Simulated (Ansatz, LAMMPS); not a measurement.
# C axis length of α-quartz (SiO2): levels of theory against measurement

Reference value: 5.405 Å (measured, 298 K, no zero-point or thermal correction; as tabulated in Sutter and Yavaş (2016), arXiv:1612.07049).

Put these levels in order of the c axis length that they give for α-quartz (SiO2), smallest first: LDA (Ansatz, an electronic-structure program), Tersoff SiO.tersoff (LAMMPS), r²SCAN (Ansatz).

LDA (5.365 Å), r²SCAN (5.416 Å), Tersoff SiO.tersoff (5.528 Å)

Differences against the reference: Tersoff SiO.tersoff +2.28 %, LDA -0.74 %, r²SCAN +0.20 %.

The measured value isn't corrected to a static lattice, so vibrations enter the comparison. A static lattice is as a rule a little smaller than the measured one.  Cutoffs differ between the levels. Ansatz's density-functional and Hartree–Fock values are scalar-relativistic unless marked +SOC, with PAW data made under PBE.

Empirical potentials (Tersoff SiO.tersoff) are fitted to chosen data, which need not cover the solid at hand: agreement can be built in, and what lay outside the fit can be far off.

Differences are worked out from the printed values.
